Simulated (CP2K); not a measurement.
# MP2/def2-SVP run of C2H3F3 (1,1,2-trifluoroethane)

What is the vertical singlet–triplet gap of C2H3F3 (1,1,2-trifluoroethane) at MP2/def2-SVP? 

The calculation is run with CP2K 2026.2.

2 further runs of the same task are left out: 2 that didn't finish.

### 1 The system as given

C2H3F3: 8 atoms, total charge 0, spin state singlet. As SMILES, `FCC(F)F`. The shape is that of a PBE0-D4/def2-TZVP optimisation. This is one conformer, not always the lowest.

Bond lengths: F1–C2 1.372 Å, C2–C3 1.509 Å, C3–F4 1.352 Å, C3–F5 1.356 Å, C2–H6 1.093 Å, C2–H7 1.093 Å, C3–H8 1.095 Å. Some angles: F1–C2–C3 109.3°, C2–C3–F4 110.4°, C2–C3–F5 108.3°, F4–C3–F5 107.9°, F1–C2–H6 109.4°, F1–C2–H7 109.2°, C3–C2–H6 109.5°, C3–C2–H7 109.4°, C2–C3–H8 113.0°, F4–C3–H8 108.2°.

### 2 A single-point energy at MP2/def2-SVP

The input, gas.inp:

```
&GLOBAL
    PROJECT_NAME gas
    RUN_TYPE ENERGY
    PRINT_LEVEL MEDIUM
&END GLOBAL

&FORCE_EVAL
    METHOD QS
    &DFT
        BASIS_SET_FILE_NAME ./def2_svp.basis
        POTENTIAL_FILE_NAME POTENTIAL
        CHARGE 0
        MULTIPLICITY 1
        &QS
            METHOD GAPW
            EPS_DEFAULT 1.0E-10
        &END QS
        &MGRID
            CUTOFF 280
            REL_CUTOFF 50
            NGRIDS 4
        &END MGRID
        &POISSON
            PERIODIC NONE
            POISSON_SOLVER MULTIPOLE
        &END POISSON
        &SCF
            SCF_GUESS ATOMIC
            EPS_SCF 1.0E-07
            MAX_SCF 80
            ADDED_MOS 10
            &DIAGONALIZATION
                ALGORITHM STANDARD
            &END DIAGONALIZATION
            &MIXING
                METHOD DIRECT_P_MIXING
                ALPHA 0.4
            &END MIXING
        &END SCF
        # exchange and correlation
        &XC
            &XC_FUNCTIONAL NONE
            &END XC_FUNCTIONAL
            &HF
                FRACTION 1
                &SCREENING
                    EPS_SCHWARZ 1.0E-10
                    SCREEN_ON_INITIAL_P F
                &END SCREENING
                &INTERACTION_POTENTIAL
                    POTENTIAL_TYPE COULOMB
                &END INTERACTION_POTENTIAL
                &MEMORY
                    MAX_MEMORY 1050
                &END MEMORY
            &END HF
            # correlation from orbitals
            &WF_CORRELATION
                &MP2
                    METHOD DIRECT_CANONICAL
                &END MP2
                MEMORY 900
            &END WF_CORRELATION
        &END XC
        &PRINT
            &MOMENTS
                PERIODIC F
                REFERENCE COM
                MAX_MOMENT 1
            &END MOMENTS
            &MO ON
                ENERGIES T
                OCCUPATION_NUMBERS T
                NDIGITS 6
                &EACH
                    QS_SCF 0
                &END EACH
                ADD_LAST NUMERIC
            &END MO
            &LOWDIN ON
            &END LOWDIN
            &HIRSHFELD OFF
            &END HIRSHFELD
        &END PRINT
    &END DFT
    &SUBSYS
        &CELL
            ABC [angstrom] 9.2 9.5 9.7
            PERIODIC NONE
        &END CELL
        &COORD
            UNIT bohr
            F     -2.1595790    -1.2869035     2.1979405
            C     -0.3556465     0.3686856     1.3451071
            C      0.3267336    -0.2879943    -1.3441622
            F      1.5575123    -2.5242962    -1.4295778
            F      1.9118359     1.5185839    -2.2340342
            H      1.3260208     0.2246884     2.5369573
            H     -1.1121038     2.2894032     1.4121923
            H     -1.3205406    -0.4100706    -2.5898697
        &END COORD
        &TOPOLOGY
            &CENTER_COORDINATES
            &END CENTER_COORDINATES
        &END TOPOLOGY
        &KIND F
            BASIS_SET def2-SVP
            POTENTIAL ALL
            LEBEDEV_GRID 194
            RADIAL_GRID 100
        &END KIND
        &KIND C
            BASIS_SET def2-SVP
            POTENTIAL ALL
            LEBEDEV_GRID 194
            RADIAL_GRID 100
        &END KIND
        &KIND H
            BASIS_SET def2-SVP
            POTENTIAL ALL
            LEBEDEV_GRID 194
            RADIAL_GRID 100
        &END KIND
    &END SUBSYS
&END FORCE_EVAL
```

The run is started by

```bash
$ OMP_NUM_THREADS=1 cp2k.psmp -i gas.inp -o gas.out
```

Output:

```text
CP2K| version string:                                       CP2K version 2026.2
[...]
 GLOBAL| Method name                                                        CP2K
[...]
 GLOBAL| Run type                                                         ENERGY
[...]
 DFT| Spin restricted Kohn-Sham (RKS) calculation                            RKS
 DFT| Multiplicity                                                             1
[...]
 DFT| Charge                                                                   0
[...]
 QS| Method:                                                                GAPW
[...]
 QS| Density cutoff [a.u.]:                                                140.0
[...]
 QS| Relative density cutoff [a.u.]:                                        25.0
[...]
                             - Atoms:                                          8
[...]
                             - Spherical basis functions:                     85
[...]
 Number of electrons:                                                         42
[...]
     1 P_Mix/Diag. 0.40E+00    1.8     0.43023362      -376.4997063390 -3.76E+02
[...]
    16 DIIS/Diag.  0.12E-06    0.3     0.00000006      -375.4906005229  1.14E-13
  *** SCF run converged in    16 steps ***
[...]
  Overlap energy of the core charge distribution:               0.00000251426514
  Self energy of the core charge distribution:               -376.14708416910514
  Core Hamiltonian energy:                                    -26.97951026357960
  Hartree energy:                                              84.50890104675534
  Exchange-correlation energy:                                  0.00000000000000
  Hartree-Fock Exchange energy:                               -41.68484972154299
[...]
                     Mulliken Population Analysis
 #  Atom  Element  Kind  Atomic population                           Net charge
       1     F        1          9.382035                             -0.382035
       2     C        2          5.679891                              0.320109
       3     C        2          5.385267                              0.614733
       4     F        1          9.342873                             -0.342873
       5     F        1          9.351991                             -0.351991
       6     H        3          0.946359                              0.053641
       7     H        3          0.950947                              0.049053
       8     H        3          0.960638                              0.039362
 # Total charge                             42.000000                 -0.000000
[...]
  Dipole moment [Debye]
    X= -0.7084957E+00 Y=  0.1620801E+01 Z=  0.2191767E+00  Total=      1.7824138
[...]
 ENERGY| Total FORCE_EVAL ( QS ) energy [hartree]           -376.322527441661919
[...]
```

It took 9.3 s on 1 thread of Arm Neoverse V2, shared host; peak memory 0.49 GiB.

### 3 The triplet at the same level

The input, mol.inp:

```
&GLOBAL
 PROJECT mol
 RUN_TYPE ENERGY
 PRINT_LEVEL MEDIUM
&END GLOBAL

&FORCE_EVAL
 METHOD QS
 &DFT
  BASIS_SET_FILE_NAME ./def2_svp.basis
  POTENTIAL_FILE_NAME POTENTIAL
  CHARGE 0
  MULTIPLICITY 3
  LSD T
  &QS
   METHOD GAPW
   EPS_DEFAULT 1.0E-10
  &END QS
  &MGRID
   CUTOFF 280
   REL_CUTOFF 50
   NGRIDS 4
  &END MGRID
  &POISSON
   PERIODIC NONE
   POISSON_SOLVER MULTIPOLE
  &END POISSON
  &SCF
   SCF_GUESS ATOMIC
   EPS_SCF 1.0E-06
   MAX_SCF 40
   &OT ON
    MINIMIZER CG
    PRECONDITIONER FULL_SINGLE_INVERSE
    LINESEARCH 3PNT
   &END OT
   &OUTER_SCF
    EPS_SCF 1.0E-06
    MAX_SCF 10
   &END OUTER_SCF
  &END SCF
  &XC
   &XC_FUNCTIONAL NONE
   &END XC_FUNCTIONAL
   &HF
    FRACTION 1
    &SCREENING
     EPS_SCHWARZ 1.0E-10
     SCREEN_ON_INITIAL_P F
    &END SCREENING
    &INTERACTION_POTENTIAL
     POTENTIAL_TYPE COULOMB
    &END INTERACTION_POTENTIAL
    &MEMORY
     MAX_MEMORY 1050
    &END MEMORY
   &END HF
   &WF_CORRELATION
    &MP2
     METHOD DIRECT_CANONICAL
    &END MP2
    MEMORY 900
   &END WF_CORRELATION
  &END XC
  &PRINT
   &MOMENTS
    PERIODIC F
    REFERENCE COM
    MAX_MOMENT 1
   &END MOMENTS
   &MO_CUBES
    NLUMO 1
    NHOMO -1
    WRITE_CUBE F
   &END MO_CUBES
   &LOWDIN ON
   &END LOWDIN
   &HIRSHFELD OFF
   &END HIRSHFELD
  &END PRINT
 &END DFT
 &SUBSYS
  &CELL
   ABC [angstrom] 9.2 9.5 9.7
   PERIODIC NONE
  &END CELL
  &COORD
   F     -1.142800    -0.681000     1.163100
   C     -0.188200     0.195100     0.711800
   C      0.172900    -0.152400    -0.711300
   F      0.824200    -1.335800    -0.756500
   F      1.011700     0.803600    -1.182200
   H      0.701700     0.118900     1.342500
   H     -0.588500     1.211500     0.747300
   H     -0.698800    -0.217000    -1.370500
  &END COORD
  &TOPOLOGY
   &CENTER_COORDINATES
   &END CENTER_COORDINATES
  &END TOPOLOGY
  &KIND F
   BASIS_SET def2-SVP
   POTENTIAL ALL
   LEBEDEV_GRID 194
   RADIAL_GRID 100
  &END KIND
  &KIND C
   BASIS_SET def2-SVP
   POTENTIAL ALL
   LEBEDEV_GRID 194
   RADIAL_GRID 100
  &END KIND
  &KIND H
   BASIS_SET def2-SVP
   POTENTIAL ALL
   LEBEDEV_GRID 194
   RADIAL_GRID 100
  &END KIND
 &END SUBSYS
&END FORCE_EVAL
```

The run is started by

```bash
$ OMP_NUM_THREADS=1 cp2k.psmp -i mol.inp > mol.out 2>&1
```

Output:

```text
CP2K| version string:                                       CP2K version 2026.2
[...]
 GLOBAL| Method name                                                        CP2K
[...]
 GLOBAL| Run type                                                         ENERGY
[...]
 DFT| Spin unrestricted (spin-polarized) Kohn-Sham calculation               UKS
 DFT| Multiplicity                                                             3
[...]
 DFT| Charge                                                                   0
[...]
 QS| Method:                                                                GAPW
[...]
 QS| Density cutoff [a.u.]:                                                140.0
[...]
 QS| Relative density cutoff [a.u.]:                                        25.0
[...]
                             - Atoms:                                          8
[...]
                             - Spherical basis functions:                     85
[...]
 Number of electrons:                                                         22
[...]
     1 OT CG       0.64E-01    2.0     0.28190632      -358.6907885865 -3.59E+02
[...]
    26 OT CG       0.35E-01    0.5     0.00000099      -375.1023966375 -1.24E-10
  *** SCF run converged in    26 steps ***
[...]
  Overlap energy of the core charge distribution:               0.00000251426379
  Self energy of the core charge distribution:               -376.14708416910514
  Core Hamiltonian energy:                                    -26.69666353012953
  Hartree energy:                                              84.65570319142972
  Exchange-correlation energy:                                  0.00000000000000
  Hartree-Fock Exchange energy:                               -41.64007841531191
[...]
                     Mulliken Population Analysis
 #  Atom  Element  Kind  Atomic population (alpha,beta) Net charge  Spin moment
       1     F        1         4.794863     3.923399     0.281737     0.871464
       2     C        2         3.742832     2.710461    -0.453293     1.032371
       3     C        2         2.665791     2.687076     0.647133    -0.021285
       4     F        1         4.681010     4.677808    -0.358818     0.003202
       5     F        1         4.690215     4.664327    -0.354543     0.025888
       6     H        3         0.458414     0.426933     0.114653     0.031481
       7     H        3         0.465982     0.418081     0.115937     0.047901
       8     H        3         0.500892     0.491913     0.007195     0.008979
 # Total charge and spin       22.000000    20.000000    -0.000000     2.000000
[...]
  Dipole moment [Debye]
    X= -0.2762795E+01 Y= -0.1186149E-01 Z=  0.1753232E+01  Total=      3.2721549
[...]
 HOMO - LUMO gap [eV] :   11.876691
[...]
 ENERGY| Total FORCE_EVAL ( QS ) energy [hartree]           -375.914614927900175
[...]
```

Run time: 9.1 min. Hardware: 1 thread of Arm Neoverse V2, shared host; peak memory 0.51 GiB.

### 4 Results

At MP2/def2-SVP:

```
                                                           quantity          value
                                              singlet: total energy  -376.32253 Eh
   singlet: dipole moment (of the density that the program reports)         1.78 D
                       singlet: HOMO energy (Hartree–Fock orbitals)      -14.23 eV
                       singlet: LUMO energy (Hartree–Fock orbitals)        5.12 eV
                     singlet: HOMO–LUMO gap (Hartree–Fock orbitals)       19.34 eV
                                        singlet: correlation energy     -831.9 mEh
                                              triplet: total energy  -375.91461 Eh
   triplet: dipole moment (of the density that the program reports)         3.27 D
triplet: HOMO energy (Hartree–Fock orbitals) (highest over α and β)       -3.85 eV
 triplet: LUMO energy (Hartree–Fock orbitals) (lowest over α and β)       -1.51 eV
                                        triplet: correlation energy     -812.2 mEh
                         triplet: ⟨S²⟩ of the reference determinant          2.011
                   vertical energy of the triplet above the singlet      11.100 eV
```

What this shows: At this shape the triplet lies 11.10 eV (1071 kJ/mol) above the singlet.
